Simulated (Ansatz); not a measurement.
Ansatz (a quantum-chemistry and plane-wave program) input for ethylamine (C2H7N), SMILES CCN, PBE-D3(BJ)/def2-TZVP. 

Ansatz 0.2 input:
```yaml
crystal:
  periodic: [false, false, false]
  atoms:
    - {symbol: C, position_ang: [1.18420436, 0.44871777, 0.01541736]}
    - {symbol: C, position_ang: [0.04690846, -0.55325406, -0.10917567]}
    - {symbol: N, position_ang: [-1.24655082, 0.12463862, 0.00602563]}
    - {symbol: H, position_ang: [2.15214784, -0.04178730, -0.10307854]}
    - {symbol: H, position_ang: [1.09080824, 1.22877147, -0.74143477]}
    - {symbol: H, position_ang: [1.17379176, 0.92948375, 0.99752163]}
    - {symbol: H, position_ang: [0.18782594, -1.35455363, 0.63174493]}
    - {symbol: H, position_ang: [0.08486549, -1.02664553, -1.09371544]}
    - {symbol: H, position_ang: [-2.01050130, -0.53370522, -0.09126614]}
    - {symbol: H, position_ang: [-1.33975924, 0.55318381, 0.92059866]}
basis:
  gaussian:
    orbitals: def2-TZVP
hamiltonian:
  xc: pbe
  dispersion: d3bj
relax: {f_tol: 0.002, max_steps: 200}
```

Log of the run:

```
WARN ansatz: RAYON_NUM_THREADS=1 ignored (pool sized by the plan → 1); use --threads N
Functional definition: PBE
integrals: 0.04 GiB planned
823 factors; their error is unknown
mean field: 0.38 GiB planned
mean field evaluation 1: about -3660.4989 eV, gradient 8.0e1 eV
mean field evaluation 2: about -3628.5769 eV, gradient 1.4e2 eV
mean field evaluation 4: about -3674.3490 eV, gradient 1.1e1 eV
mean field evaluation 8: about -3674.5930 eV, gradient 2.2e-1 eV
mean field evaluation 16: about -3674.5595 eV, gradient 1.8e-4 eV
mean field -3674.55951893 eV, -135.0375716150 hartree, gradient 4.1e-5 eV, S^2 0.000000; 0 other end points of the search recorded, 0 dependent functions left out
the calculation of the forces begins
reference -3674.55955532 eV, -135.0375729522 hartree; 13, 13 occupied and 122, 122 virtual orbitals, 823 factors
relax step   1: F+E_penalty+E_count = -3674.70293542 eV  Δ(F+E_penalty+E_count) = +0.000e0 eV  max|allowed force component| = 3.269e-1 eV/Å  Δτ_max = 0.0000 Å  (27 SCF iters, accepted)
these checks for a lower state are left out or cut short: starts, cluster_reference, orbital_swaps, neighbouring_geometries, increment
integrals: 0.04 GiB planned
823 factors; their error is unknown
mean field: 0.38 GiB planned
mean field -3674.56819893 eV, -135.0378905987 hartree, gradient 1.2e-5 eV, S^2 0.000000; 0 other end points of the search recorded, 0 dependent functions left out
the calculation of the forces begins
reference -3674.56823541 eV, -135.0378919394 hartree; 13, 13 occupied and 122, 122 virtual orbitals, 823 factors
relax step   2: F+E_penalty+E_count = -3674.71142479 eV  Δ(F+E_penalty+E_count) = -8.489e-3 eV  max|allowed force component| = 1.350e-1 eV/Å  Δτ_max = 0.0077 Å  (31 SCF iters, accepted)
these checks for a lower state are left out or cut short: starts, cluster_reference, orbital_swaps, neighbouring_geometries, increment
integrals: 0.04 GiB planned
823 factors; their error is unknown
mean field: 0.38 GiB planned
mean field evaluation 32: about -3674.5695 eV, gradient 1.2e-5 eV
mean field -3674.56952051 eV, -135.0379391661 hartree, gradient 1.2e-5 eV, S^2 0.000000; 0 other end points of the search recorded, 0 dependent functions left out
the calculation of the forces begins
reference -3674.56955702 eV, -135.0379405079 hartree; 13, 13 occupied and 122, 122 virtual orbitals, 823 factors
relax step   3: F+E_penalty+E_count = -3674.71265568 eV  Δ(F+E_penalty+E_count) = -1.231e-3 eV  max|allowed force component| = 2.614e-2 eV/Å  Δτ_max = 0.0051 Å  (31 SCF iters, accepted)
these checks for a lower state are left out or cut short: starts, cluster_reference, orbital_swaps, neighbouring_geometries, increment
integrals: 0.04 GiB planned
823 factors; their error is unknown
mean field: 0.38 GiB planned
mean field -3674.56958974 eV, -135.0379417102 hartree, gradient 1.2e-5 eV, S^2 0.000000; 0 other end points of the search recorded, 0 dependent functions left out
the calculation of the forces begins
reference -3674.56962624 eV, -135.0379430517 hartree; 13, 13 occupied and 122, 122 virtual orbitals, 823 factors
relax step   4: F+E_penalty+E_count = -3674.71272821 eV  Δ(F+E_penalty+E_count) = -7.254e-5 eV  max|allowed force component| = 1.575e-2 eV/Å  Δτ_max = 0.0024 Å  (31 SCF iters, accepted)
these checks for a lower state are left out or cut short: starts, cluster_reference, orbital_swaps, neighbouring_geometries, increment
integrals: 0.04 GiB planned
823 factors; their error is unknown
mean field: 0.38 GiB planned
mean field -3674.56960834 eV, -135.0379423936 hartree, gradient 1.2e-5 eV, S^2 0.000000; 0 other end points of the search recorded, 0 dependent functions left out
the calculation of the forces begins
reference -3674.56964483 eV, -135.0379437346 hartree; 13, 13 occupied and 122, 122 virtual orbitals, 823 factors
relax step   5: F+E_penalty+E_count = -3674.71275429 eV  Δ(F+E_penalty+E_count) = -2.607e-5 eV  max|allowed force component| = 2.325e-3 eV/Å  Δτ_max = 0.0028 Å  (31 SCF iters, accepted)
these checks for a lower state are left out or cut short: starts, cluster_reference, orbital_swaps, neighbouring_geometries, increment
integrals: 0.04 GiB planned
823 factors; their error is unknown
mean field: 0.38 GiB planned
mean field -3674.56960064 eV, -135.0379421107 hartree, gradient 1.2e-5 eV, S^2 0.000000; 0 other end points of the search recorded, 0 dependent functions left out
the calculation of the forces begins
reference -3674.56963713 eV, -135.0379434517 hartree; 13, 13 occupied and 122, 122 virtual orbitals, 823 factors
relax step   6: F+E_penalty+E_count = -3674.71275525 eV  Δ(F+E_penalty+E_count) = -9.668e-7 eV  max|allowed force component| = 2.024e-3 eV/Å  Δτ_max = 0.0010 Å  (31 SCF iters, accepted)
these checks for a lower state are left out or cut short: starts, cluster_reference, orbital_swaps, neighbouring_geometries, increment
integrals: 0.04 GiB planned
823 factors; their error is unknown
mean field: 0.38 GiB planned
mean field -3674.56960093 eV, -135.0379421214 hartree, gradient 1.2e-5 eV, S^2 0.000000; 0 other end points of the search recorded, 0 dependent functions left out
the calculation of the forces begins
reference -3674.56963742 eV, -135.0379434623 hartree; 13, 13 occupied and 122, 122 virtual orbitals, 823 factors
relax step   7: F+E_penalty+E_count = -3674.71275613 eV  Δ(F+E_penalty+E_count) = -8.787e-7 eV  max|allowed force component| = 8.863e-4 eV/Å  Δτ_max = 0.0009 Å  (31 SCF iters, accepted)
integrals: 0.04 GiB planned
823 factors; their error is unknown
mean field: 0.38 GiB planned
mean field evaluation 64: about -3674.5696 eV, gradient 2.6e-4 eV
mean field -3674.56960093 eV, -135.0379421214 hartree, gradient 1.2e-5 eV, S^2 0.000000; 1 other end points of the search recorded, 0 dependent functions left out
the calculation of the forces begins
reference -3674.56963742 eV, -135.0379434623 hartree; 13, 13 occupied and 122, 122 virtual orbitals, 823 factors
Total energy: -3674.71279262 eV, -135.0432043190 hartree
Atom 0 at     1.184610     0.448923     0.016032 Å, force     0.000107    -0.000090     0.000323 eV/Å
Atom 1 at     0.044747    -0.553262    -0.109884 Å, force    -0.000803     0.000886    -0.000199 eV/Å
Atom 2 at    -1.250335     0.132277    -0.004604 Å, force     0.000565    -0.000503    -0.000166 eV/Å
Atom 3 at     2.159988    -0.043606    -0.105766 Å, force     0.000108    -0.000133    -0.000077 eV/Å
Atom 4 at     1.089412     1.237654    -0.743485 Å, force    -0.000109     0.000159    -0.000215 eV/Å
Atom 5 at     1.176748     0.930947     1.006571 Å, force     0.000128     0.000321     0.000436 eV/Å
Atom 6 at     0.186329    -1.361474     0.637690 Å, force     0.000407    -0.000618     0.000516 eV/Å
Atom 7 at     0.086290    -1.033047    -1.101124 Å, force    -0.000069    -0.000266    -0.000594 eV/Å
Atom 8 at    -2.015251    -0.540926    -0.084849 Å, force    -0.000412     0.000045     0.000066 eV/Å
Atom 9 at    -1.338797     0.557363     0.922058 Å, force     0.000078     0.000199    -0.000090 eV/Å
Dipole moment:    -0.012062    -0.184916     0.191570 e Å
```

Self-consistency was reached.

Cost: about 12 core-seconds (a rough figure).
